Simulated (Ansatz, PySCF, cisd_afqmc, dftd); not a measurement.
Reaction: F2 (molecular fluorine, SMILES FF) → F2+ (parent SMILES FF, doublet) + e-
Each species at its own B3LYP-D3(BJ)/def2-TZVP minimum (Ansatz, a first-principles code).

Quantity: adiabatic ionisation energy (0 K, zero-point energies from PySCF's Hessians at B3LYP-D3(BJ)/def2-TZVP), in eV. UHF or UKS for unpaired electrons; spin-orbit terms are left out. Cores are frozen in correlated methods. No relativity. AFQMC/CISD: phaseless, guided by CISD from CCSD amplitudes; bars are statistical, one sigma. Outlying blocks are dropped, and bars are widened where a walk drifts. Over all cases where full CI ran beside it in this data, AFQMC minus full CI had a median of +0.1 mEh and passed +0.4 mEh in a tenth of the cases. CBS(X,Y): correlation extrapolated as X^-3, Hartree-Fock from the larger set (Q,5: extrapolated as (X+1)exp(-9√X)). A bracket is a step between two methods taken in the basis named. Double hybrids freeze cores in their MP2 part. The restricted determinant of F2 (FF, singlet) is unstable towards broken spin symmetry in at least one set run. The determinant of F2+ (parent SMILES FF, doublet) is a saddle point of the SCF energy; a lower one exists, which strains HF and MP2.

Measured: 15.70 eV (CCCBDB table in ASE).

```csv
level,program,adiabatic ionisation energy (eV),error against that value
HF/cc-pVTZ,Ansatz,15.32,-0.38
PBE-D4/def2-TZVPD,Ansatz + dftd4,15.20,-0.50
PBE/def2-TZVPD,Ansatz,15.20,-0.50
r2SCAN/def2-TZVPD,Ansatz,15.35,-0.35
B3LYP-D4/def2-TZVPD,Ansatz + dftd4,15.65,-0.05
r2SCANh-D4/def2-TZVPD,Ansatz + dftd4,15.44,-0.26
wB97X-V/def2-TZVPD,Ansatz,15.50,-0.20
B2PLYP/def2-TZVPD,Ansatz,15.47,-0.23
MP2/cc-pVTZ,Ansatz,15.29,-0.41
MP2/cc-pVQZ,Ansatz,15.43,-0.27
"CCSD(T)/CBS(cc-pVQZ,cc-pV5Z)",Ansatz,15.77,0.07
AFQMC/CISD/cc-pVDZ,cisd_afqmc,15.39 ± 0.02,-0.31
AFQMC/CISD/cc-pVTZ,cisd_afqmc,15.55 ± 0.02,-0.15
"CCSD(T)/CBS(cc-pVQZ,cc-pV5Z) + [CCSDTQ - CCSD(T)]/cc-pVDZ",Ansatz,15.73,0.03
"CCSD(T)/CBS(cc-pVQZ,cc-pV5Z) + [CCSDT(Q) - CCSD(T)]/cc-pVTZ + [CCSDTQ - CCSDT(Q)]/cc-pVDZ",Ansatz,15.73,0.03
```
